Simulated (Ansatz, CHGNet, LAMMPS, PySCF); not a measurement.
## Cohesive energy of cubic BN: levels of theory against measurement

Reference value: 6.76 eV/atom (measured, static lattice: zero-point vibration energy added; as tabulated in Mejia-Rodriguez and Trickey (2018), arXiv:1807.09216).

| level (code) | value (eV/atom) | cell (Å³/atom) | error (eV/atom) |
|---|---|---|---|
| ExTeP BN.extep (LAMMPS) | 6.74 | 5.63 | -0.02 |
| CHGNet 0.3.0 | 6.64 | 5.94 | -0.12 |
| LDA (Ansatz) | 8.05 | 5.74 | +1.29 |
| PBE (PySCF) | 6.95 ± 0.04 | 5.96 | +0.19 |
| PBE-D3(BJ) (Ansatz) | 7.15 | 5.86 | +0.39 |
| r²SCAN-D4 (Ansatz) | 6.91 | 5.85 | +0.15 |
| PBE0 (Ansatz) | 6.84 | 5.82 | +0.08 |
| Hartree–Fock (PySCF) | 4.77 ± 0.08 | 5.81 | -1.99 |
| CCSD (PySCF) | 6.73 ± 0.2 | 5.80 | -0.03 |

Leaving aside CHGNet 0.3.0 (doubt noted below): Once the reference is moved by up to 0.04 eV/atom (a margin picked here for doubts on the reference and the settings) and values within 0.03 eV/atom count as equal, the nearest can be ExTeP BN.extep (-0.02 eV/atom), CCSD (-0.03 eV/atom) or PBE0 (+0.08 eV/atom). Among them Hartree–Fock (-1.99 eV/atom) misses by most. Within 0.3 eV/atom: ExTeP BN.extep, PBE, r²SCAN-D4, PBE0, CCSD.

Free atoms are spin-polarised, in the lowest state found; at levels without +SOC their spin–orbit coupling is left out.  A ± on a computed value is a rough bar: the spread of its extrapolation, a floor set from checks against published values, or a statistical error. CHGNet 0.3.0: free atoms can lie outside what these potentials were trained on. CHGNet 0.3.0: the energies of CHGNet 0.3.0 can hold anion corrections fitted to measured formation enthalpies. Each level is taken at its own relaxed cell. Cutoffs and k meshes differ between the levels. Ansatz's density-functional and Hartree–Fock values are scalar-relativistic unless marked +SOC, with PAW data made under PBE.

Empirical potentials (ExTeP BN.extep) are fitted to chosen data: where that held the value shown, agreement is built in, and what lay outside the fit can be far off. Machine-learned potentials (CHGNet 0.3.0) are trained on DFT data: a solid inside that data is no test of them.

Differences are worked out from the printed values.

Ansatz is an electronic-structure program.
